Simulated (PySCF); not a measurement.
## Orbital energies and ionisation energy

Species: C3H6OS.
Z-matrix (Å and degrees, PBE0-D3(BJ)/def2-SVP geometry), rows numbered from 1:
```
C 
C   1  1.3286
S   2  1.7972  1  117.66
C   3  1.8187  2   96.18  1  -117.09
O   3  1.5013  2  106.67  1    -8.04
H   1  1.0965  2  118.64  3     3.18
H   1  1.0927  2  121.80  3  -176.98
H   2  1.0951  1  125.52  3   175.13
H   4  1.0986  3  107.82  2    59.16
H   4  1.0986  3  106.27  2   177.51
H   4  1.0996  3  110.45  2   -63.05
```

Level: PBE0/def2-SVPD (PySCF). Frontier orbitals with their largest atomic shares (Löwdin; up to four atoms above 4 %):

```
orbital  ε (eV)                          main atoms
 HOMO−3  -10.44   O5 30 %, S3 27 %, C4 13 %, C1 9 %
 HOMO−2   -8.50   C2 37 %, C1 32 %, O5 15 %, S3 5 %
 HOMO−1   -8.05   O5 64 %, S3 11 %, C2 10 %, C4 8 %
   HOMO   -6.85                                   ?
   LUMO   -0.68   C1 36 %, C2 30 %, S3 10 %, C4 7 %
 LUMO+1    0.54  S3 29 %, C4 13 %, C2 12 %, C1 11 %
 LUMO+2    0.58    S3 54 %, O5 10 %, C4 9 %, C2 6 %
```

Q: What vertical ionisation energy does ΔSCF give, and how far is −ε(HOMO) from it?

A: ΔSCF: 8.92 eV (861 kJ/mol; threshold wavelength 139 nm); ⟨S²⟩ of the doublet left behind is 0.760, against 0.75 for a pure doublet. −ε(HOMO) is 6.85 eV, 2.07 eV below it. For the exact functional −ε(HOMO) would equal the first vertical ionisation energy; PBE0 (global hybrid, 25 % exact exchange) falls short of its own ΔSCF value by 23 %. Holes in the HOMO−1 and HOMO−2 were tried too where these lie within 1.2 eV of the HOMO; the lowest converged state counts.

Q: On which atoms does the HOMO lie?

A: O5 (sulfinyl oxygen) 48 %, S3 (sulfinyl sulfur) 30 %, C4 (S-methyl carbon) 7 %, C2 (alkene CH carbon) 7 %. The HOMO−1 lies 1.20 eV lower.

Q: What kinetic energy would electrons from this vertical process carry with 118.2 nm light (10.49 eV)?

A: 10.49 − 8.92 = 1.57 eV.

Q: What total energies stand behind the ΔSCF value?

A: E(N) = -590.65489 Eh and E(N − 1) = -590.32690 Eh at the same geometry, 0.32799 Eh apart.

Q: Shift the occupied levels rigidly so that −ε(HOMO) equals the ΔSCF value. What binding energies result?

A: The shift is +2.07 eV: HOMO 8.92, HOMO−1 10.12, HOMO−2 10.57, HOMO−3 12.51 eV. A rigid shift is only a rough guide to the deeper ionisations.

Geometry: PBE0-D3(BJ)/def2-SVP, one conformer, isolated molecule.
